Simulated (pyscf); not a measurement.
Thermochemistry of product channels of H₃C–Al(NH₂)–NH₂ (SMILES [CH3][Al]([NH2])[NH2]) + NH (SMILES [NH]) [triplet] on the triplet surface, in kJ/mol, from ωB97M-D3(BJ)/def2-TZVP energies (ideal gas, 1 atm, RRHO with modes under 100 cm⁻¹ raised to 100, one conformer, R ln 2 for chiral ones without a mode under 150 cm⁻¹). PySCF, gas phase, ωB97X-D3(BJ)/def2-SVP geometries.

```csv
products,ΔE,ΔH(298 K),ΔG(600 K),ΔG(900 K)
•HN–Al(NH₂)–NH₂ (SMILES [NH][Al]([NH2])[NH2]) + CH₃• (SMILES [CH3]),-0.1,-3.7,-12.8,-17.8
:N–Al(NH₂)–NH₂ (SMILES [N][Al]([NH2])[NH2]) [triplet] + CH₄ (SMILES C),-41.3,-33.3,-25.1,-18.6
```

These are energies of the channels, which say nothing of barriers.
